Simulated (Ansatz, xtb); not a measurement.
## Relative energy of two isomers of C4H6O2

Structure a: `C=COC(C)=O`, a singlet. Structure b: `C=CCC(=O)O`, a singlet. Both are isolated molecules in the gas phase, relaxed with PBE-D3(BJ)/def2-SVP, each in the lowest conformer that the search found.

a (Å):

```tsv
atom	x (Å)	y (Å)	z (Å)
C	1.7286	-1.6118	-1.3225
C	0.6658	-1.1611	-0.6409
C	-0.8568	0.5531	-0.0562
C	-1.1554	1.9993	-0.3523
O	0.2438	0.1443	-0.7851
O	-1.4669	-0.1710	0.6989
H	2.2882	-0.9595	-2.0090
H	2.0513	-2.6540	-1.1962
H	0.0601	-1.7560	0.0610
H	-2.0313	2.3236	0.2348
H	-1.3515	2.1323	-1.4349
H	-0.2762	2.6271	-0.1053
```

b (Å):

```xyz
12

C    -2.2336   -0.8714    1.9722
C    -1.7713   -0.0827    0.9890
C    -0.9692   -0.5627   -0.1853
C     0.2147    0.3340   -0.5074
O     0.3542    1.4844   -0.1411
O     1.1121   -0.3011   -1.3035
H    -2.0367   -1.9569    1.9847
H    -2.8281   -0.4614    2.8030
H    -1.9679    1.0030    1.0100
H    -0.6215   -1.6085   -0.0637
H    -1.5977   -0.5639   -1.1078
H     1.8154    0.3609   -1.4831
```

Quicker runs give these differences E(b) − E(a): GFN2-xTB +2.5 kcal/mol; HF/STO-3G +7.1 kcal/mol (at GFN2-xTB geometries); r2SCAN-D4/def2-SVP −4.2 kcal/mol (at GFN2-xTB geometries).

Question: Estimate which is lower in electronic energy at CCSD(T)/def2-SVP + ΔMP2/def2-TZVPP, and by roughly how much.

Answer: The CCSD(T)/def2-SVP + ΔMP2/def2-TZVPP calculation puts structure b lower, by 7.2 kcal/mol.

The same difference at several levels:

| level | geometry | E(b) − E(a) (kcal/mol) | departure from the last row (kcal/mol) | job, with rough time for the two |
| --- | --- | --- | --- | --- |
| GFN2-xTB | GFN2-xTB | +2.5 | +9.7 | optimisation, 0.17 s |
| HF/STO-3G | GFN2-xTB | +7.1 | +14.3 | single point, 0.28 s |
| r2SCAN-D4/def2-SVP | GFN2-xTB | −4.2 | +3.0 | single point, 2.8 s |
| PBE-D3(BJ)/def2-SVP | PBE-D3(BJ)/def2-SVP | −4.3 | +2.9 | optimisation, 22 s |
| HF/def2-SVP | PBE-D3(BJ)/def2-SVP | −6.3 | +0.9 | part of the CCSD(T) run |
| MP2/def2-SVP | PBE-D3(BJ)/def2-SVP | −7.9 | −0.7 | part of the CCSD(T) run |
| CCSD(T)/def2-SVP | PBE-D3(BJ)/def2-SVP | −6.9 | +0.3 | single point |
| CCSD(T)/def2-SVP + ΔMP2/def2-TZVPP | PBE-D3(BJ)/def2-SVP | −7.2 |  | single point, 38 s |

As drawn, b has 1 C–C, 1 O–H in place of 1 C–O, 1 C–H.

GFN2-xTB, HF/STO-3G put the two in the other order. The largest departure from CCSD(T)/def2-SVP + ΔMP2/def2-TZVPP is that of HF/STO-3G, 14.3 kcal/mol. The last row adds to CCSD(T) the change of the MP2 difference between the two basis sets, here −0.3 kcal/mol.

With thermal terms from frequencies at re-optimised GFN2-xTB minima (ideal gas, soft modes damped towards free rotors, one conformer each, 298.15 K, 1 atm): the zero-point term adds +0.5 kcal/mol; ΔH is −6.9 and ΔG −6.6 kcal/mol.

The correlated steps freeze 6 core orbitals. Codes used: Ansatz 0.2.0, xtb 6.7.1; the last row on 4 threads of Arm Neoverse V1 on a shared host.
